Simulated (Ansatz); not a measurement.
Molecule: ethene, C2H4, charge 0, multiplicity 1. 
Geometry from a B3LYP-D3(BJ)/def2-TZVP (Ansatz, an electronic-structure program) optimisation:
```
C
C 1 1.3246
H 1 1.0833 2 121.73
H 2 1.0833 1 121.73 3 180.00
H 1 1.0833 3 116.54 2 -180.00
H 2 1.0833 4 116.54 1 180.00
```

Wanted: vertical ionisation energy (to the doublet state of charge +1; each state is the SCF solution reached for its spin), in eV. Valence correlation only, unless marked. UHF or UKS for open shells. Spin-orbit coupling is left out. Non-relativistic. CBS(X,Y): correlation extrapolated as X^-3; Hartree-Fock from the larger set. [CCSD(T)-MP2]/basis is that difference in the basis named.

Measured: 10.68 eV (CCCBDB table in ASE); it holds spin-orbit and relativistic effects, which these rows lack, and core correlation, which the frozen-core levels lack. This is an older compilation, not checked against later work.

| level | program | vertical ionisation energy (eV) | error against measurement |
|---|---|---|---|
| HF/aug-cc-pVTZ | Ansatz | 8.95 | -1.73 |
| RI-HF/def2-QZVPPD | Ansatz | 8.95 | -1.73 |
| MP2/def2-SVPD | Ansatz | 10.64 | -0.04 |
| RI-MP2/CBS(def2-TZVPPD,def2-QZVPPD) | Ansatz | 10.81 | 0.13 |
| SCS-MP2/def2-TZVPPD | Ansatz | 10.65 | -0.03 |
| CCSD(T)/def2-SVPD | Ansatz | 10.64 | -0.04 |
| RI-MP2/CBS(aug-cc-pVTZ,aug-cc-pVQZ)+[CCSD(T)-MP2]/aug-cc-pVTZ | Ansatz | 10.79 | 0.11 |
